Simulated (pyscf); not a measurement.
HB=NH + CH₄ → HB=NH + CH₄ (four-centre exchange; singlet surface; H–N, C–H broken, H–N, C–H formed). Single points on ωB97X-D3(BJ)/def2-SVP structures (PySCF, gas phase). Correlated levels are frozen-core, on RHF or UHF. ΔMP2 is the change of the MP2 total energy from the triple- to the quadruple-zeta basis. Energies in kcal/mol from the separated reactants.

```csv
level,barrier,reaction energy
ωB97X-D3(BJ)/def2-TZVP,91.0,0.0
B3LYP-D3(BJ)/def2-TZVP,87.7,0.0
M06-2X/def2-TZVP,(withheld),0.0
ωB97M-D3(BJ)/def2-TZVP,89.6,0.0
HF/def2-TZVP,111.3,0.0
CCSD/def2-TZVPP,96.2,0.0
CCSD(T)/def2-TZVPP + ΔMP2(QZVPP),(withheld),0.0
```

Q: Complete the blanks.

A: 
- M06-2X/def2-TZVP, barrier: 90.2
- CCSD(T)/def2-TZVPP + ΔMP2(QZVPP), barrier: 91.9

Of the functionals in the table, ωB97X-D3(BJ) is closest to CCSD(T)/def2-TZVPP + ΔMP2(QZVPP) in the barrier (0.9 kcal/mol apart) and B3LYP-D3(BJ) least close (4.2 kcal/mol); that level has limits of its own. The same reactants have a lower exit, to H₃C–BH–NH₂ (barrier +47.7 kcal/mol at ωB97M-D3(BJ), against +89.6 kcal/mol here). This is the saddle that the search found; another between the same sides may lie lower. The CCSD(T) − MP2 part came from Ansatz, without density fitting, on the same reference.
